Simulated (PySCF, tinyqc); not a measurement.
Ways to converge the cycle: SCF convergence aids in the sto-3g basis, for CH+, spin multiplicity 1. Computed by the program tinyqc with PySCF. 

Geometry (angstrom):
```
atom       x       y       z
C     0.0000  0.0000  0.0000
H     0.0000  0.0000  1.2640
```

lowest restricted solution found by these runs and by PySCF = -37.452801 hartree

RHF with one setting changed at a time; a run stops when the energy changes by less than 1e-09 hartree and the error matrix is below 1e-5. The start is random orbitals. Damping d keeps d of the old density; a shift (hartree) raises the virtual levels; DIIS n extrapolates F over n matrices.

Largest element of the error matrix X^T (FDS - SDF) X:
```
iteration    plain  damping 0.3  damping 0.6  shift 0.4   DIIS 3   DIIS 8
1          7.2e+00      7.2e+00      7.2e+00    7.2e+00  7.2e+00  7.2e+00
2          5.7e-01      2.4e+00      4.3e+00    8.0e-01  5.7e-01  5.7e-01
3          8.2e-02      8.4e-01      2.7e+00    3.5e-01  8.2e-02  8.2e-02
4          6.6e-02      2.9e-01      1.7e+00    2.0e-01  6.5e-02  6.5e-02
5          5.2e-02      1.0e-01      1.0e+00    1.0e-01  3.9e-02  3.9e-02
6          4.0e-02      5.7e-02      6.6e-01    8.4e-02  7.8e-03  9.3e-03
8          2.3e-02      4.0e-02      2.6e-01    6.9e-02  2.7e-04  5.3e-04
10         1.3e-02      2.8e-02      1.0e-01    5.4e-02  7.3e-06  9.8e-06
14         4.2e-03      1.3e-02      3.6e-02    3.0e-02        -        -
20         7.8e-04      4.2e-03      2.0e-02    1.2e-02        -        -
30         4.6e-05      6.4e-04      7.0e-03    2.5e-03        -        -
45               -      3.8e-05      1.5e-03    2.4e-04        -        -
60               -            -      3.1e-04    2.3e-05        -        -
```

How each run ends:
```
run          iterations  E (hartree)                                                        state
plain                36    -37.45280                                                 lowest found
damping 0.3          53    -37.45280                                                 lowest found
damping 0.6         >60    -37.45280  falls steadily but slowly, by a factor of about 0.90 a step
shift 0.4           >60    -37.45280  falls steadily but slowly, by a factor of about 0.86 a step
DIIS 3               11    -37.45280                                                 lowest found
DIIS 8               11    -37.45280                                                 lowest found
```

4 of 6 runs reach the lowest restricted solution found, in 11 to 53 iterations (fastest: DIIS 3, DIIS 8). Not converged: damping 0.6, shift 0.4. Plain steps already contract here, so damping only slows them. DIIS 3 and DIIS 8 gain by cancelling the error over several earlier matrices, much as a quasi-Newton step does. The restricted reference is unstable here: a spin-polarised solution lies 0.0095 hartree lower (PySCF), so results built on it describe a poor reference.
